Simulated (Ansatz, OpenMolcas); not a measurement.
## Worked example: vertical ionisation energy of SO3 (sulfur trioxide)

SO3 has 4 atoms, charge 0, and is taken as a singlet. As SMILES, `O=S(=O)=O`. Geometry: relaxed at PBE0-D4/def2-TZVP.

Both states at this one shape; open shells run unrestricted unless said. 1 Eh = 27.2114 eV.

| level | program | singlet SO3 (Eh) | doublet [SO3]+ (Eh) |
| --- | --- | --- | --- |
| HF/def2-TZVP | OpenMolcas | -622.171382 | -621.694398 |
| HF/def2-TZVPD (RICD fitting) | OpenMolcas | -622.172861 | -621.695581 |
| MP2/pc-1, 8 core orbitals frozen | Ansatz | -622.619015 | -622.123497 |

Task: Work out the vertical ionisation energy at each level.

Result: 
1. HF/def2-TZVP: -621.694398 − (-622.171382) = 0.476984 Eh = 12.98 eV.
2. HF/def2-TZVPD (RICD fitting): -621.695581 − (-622.172861) = 0.477280 Eh = 12.99 eV.
3. MP2/pc-1: -622.123497 − (-622.619015) = 0.495518 Eh = 13.48 eV.

No measured value is set beside it here; the levels span 12.98 to 13.48 eV. Hartree–Fock favours the state with fewer electron pairs, since it lacks pair correlation. The second state is spin-contaminated at HF/def2-TZVP (⟨S²⟩ = 0.85). The second state is spin-contaminated at HF/def2-TZVPD (RICD fitting) (⟨S²⟩ = 0.85).
